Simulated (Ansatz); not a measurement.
# NSi2: the cost of one run

The runs use Ansatz 0.2.0, Gaussian basis; def2-QZVPP, core rule «outside noble gas», up to 11 orbitals frozen.

Plan: UHF; ROHF; CCSD(T) on UHF.

2 further runs of the same task are left out: 2 set aside as unsound or not needed. Runs told in other sessions of the task aren't counted.

### Step 1. The system

The geometry is a PBE0/def2-TZVP stationary point (not a proven minimum) of the parent state, kept for this charge and spin.

3 atoms, charge 1, spin multiplicity 3.

Atoms are counted from 1 here; the program's logs count them from 0.

Bond lengths: N1–Si2 1.607 Å, Si2–Si3 2.274 Å. Angles: N1–Si2–Si3 180.0°.

Coordinates:

| atom | x (Å) | y (Å) | z (Å) |
| --- | --- | --- | --- |
| N1 | 0.00000 | 0.00000 | -1.82913 |
| Si2 | 0.00000 | 0.00000 | -0.22253 |
| Si3 | 0.00000 | 0.00000 | 2.05167 |

### Step 2. UHF

in.yaml reads:

```yaml
crystal:
  periodic: [false, false, false]
  atoms:
    - {symbol: N, position_ang: [0.000000, 0.000000, -1.829133]}
    - {symbol: Si, position_ang: [0.000000, 0.000000, -0.222533]}
    - {symbol: Si, position_ang: [0.000000, 0.000000, 2.051667]}
basis:
  gaussian: {orbitals: "def2-QZVPP.json"}
total_charge: 1
magnetization: {spin_polarized: true, initial_magnetization: 2}
hamiltonian: {xc: hf}
output: {orbitals: {seedname: orbitals}}
```

Command:

```sh
> ansatz run in.yaml --threads 1 --pin off --events-out ev --progress --plain --max-ram 2393MiB
```

Q: Estimate wall time and peak memory on 1 thread of Arm Neoverse V1, shared host.

About 95 s, with a peak of 0.54 GiB.
